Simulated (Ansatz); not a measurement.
## From C5H12 to CF4: predicting a member

Gas-phase molecules. On one C centre, n of the CH3 ligands are replaced by F. The HOMO–LUMO gap y in eV at wB97X-V/def2-TZVPP. Shapes: PBE0-D4/def2-TZVP. Programs: Ansatz 0.2.0.

```
molecule  n  y (eV)
   C5H12  0   14.22
   C4H9F  1       ?
  C3H6F2  2   15.01
  C2H3F3  3   16.71
     CF4  4   19.96
```

Task: Fit y = c + s·n to the known rows and predict C4H9F.

Result: 
1. Means of the 4 rows: n = 2.25000, y = 16.475.
2. Σ(Δn)² = 8.75, Σ(Δn·Δy) = 11.715, so the slope is 11.715/8.75 = 1.3389.
3. Intercept: 16.475 − (1.3389) × 2.25000 = 13.462. The largest residual of the fit is 1.14.
4. C4H9F: 13.462 + (1.3389) × 1 = 14.80 eV.

The run gave 14.48 eV, so the prediction is off by +0.32 eV, within the largest residual. The step per swap drifts from +0.26 to +3.25 eV. Other levels give for C4H9F: BHLYP-D4/def2-TZVPP 12.28; wB97M-V/def2-TZVPP 13.97 eV. Orbital gaps aren't excitation energies, and the LUMO depends on the basis. At 1 other level on record the series doesn't rise at every step.
